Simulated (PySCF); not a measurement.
**Static response to an electric field**

C2H2ClF3.
Structure used (GFN2-xTB), in Å, numbered top down from 1:
```
atom  x, y, z in Å
F1    -1.4381   -1.1162    0.0148
C2    -0.8065    0.0893    0.0101
C3     0.7079   -0.1128   -0.0146
F4     1.1386   -0.8025    1.0491
F5     1.1048   -0.7931   -1.0974
Cl6    1.5107    1.4872   -0.0210
H7    -1.1184    0.6328   -0.8867
H8    -1.0900    0.6246    0.9212
```

Level: PBE0/def2-SVPD (PySCF), static field, nuclei fixed, core orbitals frozen in the response. The polarisability tensor in these axes (au):

```
x   43.80  5.25 -0.07
y    5.25 46.87 -0.05
z   -0.07 -0.05 38.15
```

Task: Diagonalise the tensor; give its mean and Δα, where Δα² is half the sum of the squared differences of the eigenvalues.

Result: Principal values 38.15, 39.86 and 50.81 au; mean 42.94 au = 6.36 Å³ = 7.08 × 10⁻⁴⁰ C²·m²/J; Δα = 11.90 au (28 % of the mean).

Task: What is the dipole moment, and where does it point?

Result: (-1.04, 1.70, 0.02) D, 1.99 D in size, pointing from the negative to the positive side. Measured along this direction, the outermost atoms are F5 and F4 at the negative end and H8 and H7 at the positive end.

Task: Refractivity n − 1 of an ideal gas of it at 298.15 K and 1 atm, from the electronic α?

Result: N = p/kT = 2.4615 × 10¹⁹ cm⁻³, so n − 1 = 2π × N × 6.36 × 10⁻²⁴ cm³ = 984 × 10⁻⁶ at long wavelengths.

Task: Give the principal axes and the span of the nuclei along them.

Result: Largest value along (0.60, 0.80, -0.01), where the nuclei span 3.85 Å; middle along (0.80, -0.60, -0.02), 2.64 Å; least along (0.02, 0.00, 1.00), 2.15 Å. The response follows the extents in order.

Task: Molar refractivity from α?

Result: Lorentz–Lorenz: R = (4π/3)N_A α = 2.5225 cm³/(mol·Å³) × 6.36 Å³ = 16.0 cm³/mol, in the limit of long wavelengths.

Geometry: GFN2-xTB, one conformer, isolated molecule.

These values come from a run that also computed excited states. The run took 25 s on one thread, x86-64 server, on a shared host.
